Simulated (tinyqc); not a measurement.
Worked calculation: Hueckel theory of the pi electrons, for the molecule [CH2]C=C (SMILES; centres numbered as the heavy atoms are written). Computed by tinyqc, a small Python program that keeps every step. Settings: charge = 0. Command: `OMP_NUM_THREADS=1 python tinyqc.py 24143 24144 out.jsonl` (the two numbers bound the seeds that draw the settings). One thread of a shared host (Intel(R) Xeon(R) Processor @ 2.60GHz), about 0.01 s of CPU time with the checks.

## The Hueckel matrix

Centres:
```
centre  z_r, pi electrons of the neutral centre        h
1C                                            1  0.00000
2C                                            1  0.00000
3C                                            1  0.00000
```

Bonds:
```
i  j  k
1  2  1
2  3  1
```

H_rr = alpha + h_r beta, H_rs = k_rs beta for bonded centres.

Hueckel matrix in units of beta (H = alpha + beta A), order 1C, 2C, 3C:
```
[[0.00000, 1.00000, 0.00000],
 [1.00000, 0.00000, 1.00000],
 [0.00000, 1.00000, 0.00000]]
```

## Orbitals

pi electrons, sum of z_r less the charge = 3

Diagonalise; E = alpha + x beta with beta < 0, so the largest x are filled first; degenerate levels share their electrons. P = sum n_i c_ri c_si; each orbital has its largest coefficient positive (the first on a tie).

x values: [1.41421, 0.00000, -1.41421]

occupations: [2.00000, 1.00000, 0.00000]

coefficients, order 1C, 2C, 3C:
```
[[0.50000, 0.70711, -0.50000],
 [0.70711, 0.00000, 0.70711],
 [0.50000, -0.70711, -0.50000]]
```

charge and bond-order matrix P, order 1C, 2C, 3C:
```
[[1.00000, 0.70711, 0.00000],
 [0.70711, 1.00000, 0.70711],
 [0.00000, 0.70711, 1.00000]]
```

## Energy, charges, bond orders

E = sum n x; q_r = z_r - P_rr; bond order p = P_rs; free valence = sqrt(3) - sum of p over the bonds of the atom.

pi energy = 3 alpha + this times beta = 2.82843

pi charges: [0.00000, 0.00000, 0.00000]

Bond orders and lengths from R = 1.517 - 0.180 p (angstrom, C-C alone):
```
bond        p        R
1-2   0.70711  1.38972
2-3   0.70711  1.38972
```

free valence of the carbons: [1.02494, 0.31784, 1.02494]

gap between the highest filled and the next level = 1.41421 |beta|
